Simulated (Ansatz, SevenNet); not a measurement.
For rock-salt HfN, the machine-learned potential SevenNet-0 (trained on PBE and PBE+U data) gives:

- lattice parameter a: 4.537 Å
- zone-centre TO phonon frequency: 345 cm⁻¹
- elastic constant C11: 480 GPa
- elastic constant C44: 64.5 GPa
- Voigt–Reuss–Hill shear modulus: 91.8 GPa

### Question
What does r²SCAN in Ansatz (PAW) give for the same quantities?

### Answer

- lattice constant a: 4.525 Å (drops by 0.3 %)
- zone-centre TO phonon frequency: 492 cm⁻¹ (goes up by 43 %)
- elastic constant C11: 608 GPa (increases by 27 %)
- elastic constant C44: 126 GPa (goes up by 95 %)
- Voigt–Reuss–Hill shear modulus: 165 GPa (goes up by 80 %)

For comparison: lattice constant a 4.524 Å (measured, room temperature, no zero-point or thermal correction; as tabulated in Seo, Lee, Wen, Petrov, Greene, Gall, J. Appl. Phys. 96, 878 (2004)); elastic constant C11 679 GPa (measured, temperature not stated, not corrected to a static lattice; as tabulated in Wu et al. (2005), arXiv:cond-mat/0412374); elastic constant C44 150 GPa (measured, temperature not stated, no zero-point or thermal correction; as tabulated in Wu et al. (2005), arXiv:cond-mat/0412374).

Changes are worked out from the printed values.

Unless a cell is named, each level is at its own relaxed cell (SevenNet-0 11.68, r²SCAN 11.58 Å³/atom).

Levels without +SOC leave out spin–orbit coupling, which shifts energies and cells of such heavy elements.

Ansatz's density-functional and Hartree–Fock values are scalar-relativistic unless marked +SOC, with PAW data made under PBE.

Ansatz is a program for electronic structure.
